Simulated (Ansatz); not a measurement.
## Property card for ZrMoC$_{2}$

Theory: DFT r2SCAN, scalar-relativistic, plane waves, PAW (Ansatz).

Plane waves to 500 eV, a k mesh through Γ of 15×15×15 on the computed 4-atom cell and Gaussian smearing (0.10 eV); no spin polarisation.

The structure is relaxed at this level of theory with its symmetry kept. Whether it is the stable form of this composition wasn't checked.

The structure is trigonal, space group R-3m (No. 166). Conventional cell: a = 3.189 Å, b = 3.189 Å, c = 15.678 Å, α = 90.00°, β = 90.00°, γ = 120.00°. Around Zr (site symmetry -3m) lie 6 C at 2.30 Å. Around Mo (site symmetry -3m) lie 6 C at 2.21 Å. C (site symmetry 3m) is surrounded by 3 Mo at 2.21 Å and 3 Zr at 2.30 Å.

- Volume per atom: 11.51 Å³
- Formation energy from the elements' standard states (uncorrected): -0.488 eV/atom
- Generalised Kohn–Sham band gap: none (metal)
- Density of states at the Fermi level: 1.27 states/eV per cell
- Löwdin character within 0.5 eV of the Fermi level: Mo 4d 52 %, C 2p 29 %, Zr 4d 15 %
- Bulk modulus: 287 GPa
- Its pressure derivative: 4.2
- Bader charges (e): Zr (1 in the cell) 1.98, Mo (1 in the cell) 1.49, C (2 in the cell) -1.73